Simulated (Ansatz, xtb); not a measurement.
## CH4AlMg: where a starting geometry ends

The starting geometry of this gas-phase doublet was built from a drawn formula by distance geometry and a force field; its bonds are those of `[CH2][AlH][MgH]`.

```yaml
atoms:
  - { symbol: C, position_ang: [-1.1850, -1.4608, 1.3675] }
  - { symbol: Al, position_ang: [-0.4968, -0.1057, 0.0715] }
  - { symbol: Mg, position_ang: [-0.0084, 2.3341, 0.8954] }
  - { symbol: H, position_ang: [-1.5126, -2.3802, 0.8470] }
  - { symbol: H, position_ang: [-2.0203, -1.0150, 1.9092] }
  - { symbol: H, position_ang: [0.5724, -0.6742, -1.0419] }
  - { symbol: H, position_ang: [0.3135, 3.9695, 1.5151] }
```

**Question.** Predict what becomes of its bonds when it is optimised with r2SCAN-D4/def2-SVP.

**Answer.** It keeps its bonds, and is `[CH2][AlH][MgH]`.

The energy falls by 0.68 eV over 7 steps:

```
step  E − E(last) (eV)
   1             0.681
   2             0.147
   3             0.057
   4             0.019
   5             0.002
   6             0.000
   7             0.000
```

Final geometry (Å):

```yaml
atoms:
  - { symbol: C, position_ang: [-1.3885, -1.3862, 1.1367] }
  - { symbol: Al, position_ang: [-0.2781, -0.1279, 0.1484] }
  - { symbol: Mg, position_ang: [0.0757, 2.4659, 0.9849] }
  - { symbol: H, position_ang: [-1.3401, -2.4799, 1.0130] }
  - { symbol: H, position_ang: [-2.1166, -1.1108, 1.9149] }
  - { symbol: H, position_ang: [0.4129, -0.7777, -1.1488] }
  - { symbol: H, position_ang: [0.2975, 4.0843, 1.5147] }
```

From the same start GFN2-xTB ends elsewhere, differing in C1–Mg3 (2.19 against 4.12 Å here).

The end wasn't checked by frequencies. Open shells are spin-unrestricted. Run with Ansatz 0.2.0, 68 s on 1 thread of Arm Neoverse V1, on a shared host.
